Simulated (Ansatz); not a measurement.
The input, for Ansatz 0.2.0:

```yaml
crystal:
  periodic: [false, false, false]
  atoms:
    - {symbol: Si, position_ang: [0.000215, -0.000149, -0.104969]}
    - {symbol: H, position_ang: [3.396836, 0.035023, 0.981882]}
    - {symbol: H, position_ang: [-1.730539, 2.928043, 0.967269]}
    - {symbol: H, position_ang: [-1.672291, -2.958916, 0.975742]}
basis:
  gaussian: {orbitals: 6-31G}
magnetization: {spin_polarized: false, initial_magnetization: 1}
correlation: {method: fic_mrcisd_q, electrons: outside_noble_gas, active_space: {window: {electrons: 3, orbitals: 3}}}
```

```sh
$ ansatz run in.yaml --threads 1 --pin off --events-out ev --progress --plain --max-ram 2393MiB
```

Log:

```
239 factors; integrals over basis functions are off by at most 2.1e-4 eV
mean field evaluation 1: about -7888.0679 eV, gradient 1.6e1 eV
mean field evaluation 2: about -7888.0674 eV, gradient 1.6e1 eV
mean field evaluation 4: about -7892.1942 eV, gradient 2.4e0 eV
mean field evaluation 8: about -7892.3431 eV, gradient 1.3e-1 eV
mean field evaluation 16: about -7893.7243 eV, gradient 3.1e0 eV
mean field evaluation 32: about -7892.7095 eV, gradient 1.6e-1 eV
mean field evaluation 64: about -7893.1354 eV, gradient 4.5e0 eV
mean field evaluation 96: about -7892.7715 eV, gradient 1.2e1 eV
mean field evaluation 128: about -7891.6746 eV, gradient 2.7e-3 eV
mean field evaluation 160: about -7894.2040 eV, gradient 4.5e-2 eV
...
contracted CI cycle  13: correlation -3.23359077 eV, -0.1188322689 hartree, residual 3.75e-3 eV
contracted CI cycle  14: correlation -3.23359145 eV, -0.1188322939 hartree, residual 2.18e-3 eV
contracted CI cycle  15: correlation -3.23359183 eV, -0.1188323081 hartree, residual 2.45e-3 eV
contracted CI cycle  16: correlation -3.23359229 eV, -0.1188323250 hartree, residual 2.42e-3 eV
contracted CI cycle  17: correlation -3.23359258 eV, -0.1188323354 hartree, residual 1.50e-3 eV
contracted CI cycle  18: correlation -3.23359266 eV, -0.1188323385 hartree, residual 7.62e-4 eV
contracted CI cycle  19: correlation -3.23359270 eV, -0.1188323400 hartree, residual 6.93e-4 eV
contracted CI cycle  20: correlation -3.23359274 eV, -0.1188323414 hartree, residual 6.14e-4 eV
contracted CI cycle  21: correlation -3.23359276 eV, -0.1188323422 hartree, residual 4.11e-4 eV
contracted CI cycle  22: correlation -3.23359277 eV, -0.1188323424 hartree, residual 2.05e-4 eV
state -7897.28632132 eV, -290.2199193356 hartree; corrected -7902.57973338 eV, -290.4144486406 hartree
state -7897.28632132 eV, -290.2199193356 hartree; corrected -7902.57973338 eV, -290.4144486406 hartree
WARN: the results are in doubt because another end's mean lies 1.200 eV lower, and its corrected mean 2.907 eV higher
Total energy: -7902.57973338 eV, -290.4144486406 hartree
In doubt: another end's mean lies 1.200 eV lower, and its corrected mean 2.907 eV higher
```

Natural occupations: 1.2634 1.0001 0.7366.

Ran on 1 thread of Arm Neoverse V2, shared host: 1.9 s wall, 0.07 GiB peak host memory.
